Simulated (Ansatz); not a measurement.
I need a ladder of basis sets of CH5AlN, SMILES [CH3][Al][NH2]. Use the Python package of Ansatz (0.2.0). Use (for the species named): B3LYP, cc-pVDZ basis, multiplicity 2, D4 dispersion. The script varies basis: cc-pVDZ, cc-pVTZ.

```yaml
atoms:
  - { symbol: C, position_ang: [-0.8470, 0.9964, -0.5126] }
  - { symbol: Al, position_ang: [0.7429, 0.4021, 0.4039] }
  - { symbol: N, position_ang: [0.8831, -1.4353, 0.8698] }
  - { symbol: H, position_ang: [-1.5140, 0.1986, -0.6784] }
  - { symbol: H, position_ang: [-0.6177, 1.4649, -1.5265] }
  - { symbol: H, position_ang: [-1.3928, 1.8331, 0.0918] }
  - { symbol: H, position_ang: [1.8907, -1.5518, 1.3098] }
  - { symbol: H, position_ang: [0.9469, -1.9651, -0.0137] }
```

`ch5aln_basis.py`:
```python
"""How the energy of CH5AlN converges with the basis."""

import warnings

import ansatz as az
from ase import Atoms

warnings.simplefilter("ignore", az.DeckWarning)

atoms = Atoms(["C", "Al", "N", "H", "H", "H", "H", "H"], positions=[
    (-0.847, 0.9964, -0.5126),
    (0.7429, 0.4021, 0.4039),
    (0.8831, -1.4353, 0.8698),
    (-1.514, 0.1986, -0.6784),
    (-0.6177, 1.4649, -1.5265),
    (-1.3928, 1.8331, 0.0918),
    (1.8907, -1.5518, 1.3098),
    (0.9469, -1.9651, -0.0137),
])
mol = az.Crystal.molecule_from_ase(atoms)

model = (
    mol.calculation()
    .functional("B3LYP", dispersion="d4")
    .spin("collinear", total=1)
)

energies = {}
for basis in ["cc-pVDZ", "cc-pVTZ"]:
    rep = model.basis(gaussian=basis).run(threads=1, backend="cpu").report
    size = rep["n_frozen"] + rep["n_occupied"][0] + rep["n_virtual"][0]
    energies[basis] = (rep["reference_energy_ev"] / 27.211386246, rep["free_energy_ev"] / 27.211386246)
    print(f"{basis:14s} {size:4d} orbitals  reference {energies[basis][0]:14.6f} Ha  total {energies[basis][1]:14.6f} Ha")

last = energies["cc-pVTZ"][1]
for basis, (_, total) in energies.items():
    print(f"{basis:14s} lies {27.211386 * (total - last):9.4f} eV above cc-pVTZ")
```

```console
$ python ch5aln_basis.py
cc-pVDZ          71 orbitals  reference    -338.294023 Ha  total    -338.301054 Ha
cc-pVTZ         164 orbitals  reference    -338.348919 Ha  total    -338.355949 Ha
cc-pVDZ        lies    1.4938 eV above cc-pVTZ
cc-pVTZ        lies    0.0000 eV above cc-pVTZ
```

Against cc-pVDZ: cc-pVTZ -54.9 mHa. The last step alone is -54.90 mHa. From the first set to the last the time grows from 3.0 to 5.8 s.

Reading the output:
- The drop along the ladder measures the basis error, and is no property of the molecule.
- The geometry is a force-field or estimated start, not a minimum of this method, and the last set is no limit. Much of the fall in a total is atomic energy, which cancels in bond and reaction energies.
- The run takes the species as open-shell (spin multiplicity 2), which needn't be its ground state.
- Total less reference energy is the dispersion correction.
- b3lyp holds the VWN-RPA fit, as in Gaussian; the form of ORCA and Turbomole is b3lyp5.
- For Al to Cl the sets with a tight d function, cc-pV(X+d)Z, are usual.
- It ran for 9.3 s on 1 thread of Arm Neoverse V1, on a shared host, peak memory 0.39 GiB.
